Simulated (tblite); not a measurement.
`[H]/N=C(\C)C[N]C` [radical] (doublet state). Computed geometry: GFN2-xTB, gas phase. This method treats the open shell by occupation alone, without spin polarisation.

```
atom  x, y, z in Å
C1     2.1559   -0.0014    0.0189
N2     1.1159   -0.9451    0.0201
C3     0.1529   -0.7493   -0.9946
C4    -0.7730    0.3350   -0.4485
C5    -1.9771   -0.1755    0.2780
N6    -0.3856    1.5234   -0.5656
H7     2.7537   -0.1245    0.9207
H8     2.8023   -0.1106   -0.8653
H9     1.7475    1.0242   -0.0393
H10    0.5787   -0.3883   -1.9423
H11   -0.4034   -1.6768   -1.1454
H12   -1.6560   -0.9073    1.0170
H13   -2.6472   -0.6730   -0.4216
H14   -2.5127    0.6345    0.7708
H15   -0.9561    2.2426   -0.1304
```

(1) What is the longest distance between nuclei?

(2) Give the dihedral angles N6–C4–C5–H14, H10–C3–C4–N6, H11–C3–C4–N6, C3–C4–C5–H14, H8–C1–N2–C3.

(3) What are the angles H8–C1–H9, N2–C1–H8, N2–C1–H9, N2–C1–H7, N2–C3–C4, C4–C3–H11, C3–C4–N6, H12–C5–H13?

(4) How far are the heavy atoms from their best plane (unweighted least squares)?

(5) Write the matrix of distances between heavy atoms (Å, lower triangle).

## Answers

(1) H8···H14, 5.61 Å; the next longest distance is 5.59 Å.

(2) N6–C4–C5–H14 -2° (synperiplanar); H10–C3–C4–N6 -40° (synclinal); H11–C3–C4–N6 -161° (antiperiplanar); C3–C4–C5–H14 171° (antiperiplanar); H8–C1–N2–C3 -68° (synclinal). Dihedral signs follow IUPAC: positive where, seen along the central bond, the front bond turns clockwise onto the rear one.

(3) From the scalar product of the two bond vectors; for H8–C1–H9 it is -0.3245 Å² over 1.1007 × 1.1055 Å², cos θ = -0.2667. H8–C1–H9 105.5°; N2–C1–H8 111.6°; N2–C1–H9 110.5°; N2–C1–H7 109.3°; N2–C3–C4 104.8°; C4–C3–H11 110.1°; C3–C4–N6 116.9°; H12–C5–H13 108.1°.

(4) 0.422 Å rms; C1 0.35, N2 0.20, C3 0.80, C4 0.14, C5 0.49, N6 0.09 Å (magnitudes).

(5) 
```
C1    0.000
N2    1.404  0.000
C3    2.366  1.413  0.000
C4    2.985  2.329  1.527  0.000
C5    4.145  3.198  2.547  1.496  0.000
N6    3.021  2.948  2.375  1.255  2.476  0.000
```

Its GFN2-xTB frequencies are all real (lowest 62 cm⁻¹). 3 starts were optimised and ended at 0.00, 0.00 and 0.93 kcal/mol (GFN2-xTB); the lowest of these is shown.

The run took 0.56 s of wall time on one thread, Arm Neoverse V2 (aarch64), shared host with 96 logical CPUs at a one-minute load of 78. That covers the optimisation of the geometry.

One conformer stands for the species.
